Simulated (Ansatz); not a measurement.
Two isomers of C2H3NO: A = `C1=NCO1`, B = `N=CC=O`.

Isolated molecules relaxed with PBE0-D4/def2-TZVP in Ansatz; ΔE leaves out vibrations. CCSD(T)/CBS is the MP2 limit (def2-TZVPP, def2-QZVPP) plus CCSD(T) − MP2 in def2-TZVPP, frozen cores. Functionals use def2-TZVPP. B3LYP here is the variant with VWN-RPA as its local correlation; programs differ in this. Each species was taken in one conformer, which may not be the lowest.

Q: Which isomer does CCSD(T)/CBS put lower? Give the gap. (Best estimate.)

A: Ansatz gave: B, by 14.3 kcal/mol.

Q: Give E(B) − E(A) in kcal/mol with ωB97M-V, CCSD(T)/def2-SVP, BLYP-D4, CCSD(T)/def2-TZVPP, PBE0-D4, PBE-D4, B3LYP. (An estimate is asked.)

A: Computed: ωB97M-V -13.4, CCSD(T)/def2-SVP -18.1, BLYP-D4 -18.7, CCSD(T)/def2-TZVPP -14.7, PBE0-D4 -11.2, PBE-D4 -12.4, B3LYP -17.0. None reverses the order clearly.

Q: Does the order hold for the free energy at 298.15 K (harmonic terms from PBE0-D4)? (Estimate.)

A: Ansatz gave: Yes: G(B) − G(A) = -16.1 kcal/mol, for one conformer each.

Largest T1 diagnostic: 0.015.

From BLYP to BHLYP (50 % exact exchange), in def2-TZVPP and without D4, E(B) − E(A) moves by +2.5 kcal/mol. At CCSD(T), def2-SVP lies −3.8 kcal/mol from the extrapolated value and def2-TZVPP −0.4 kcal/mol.
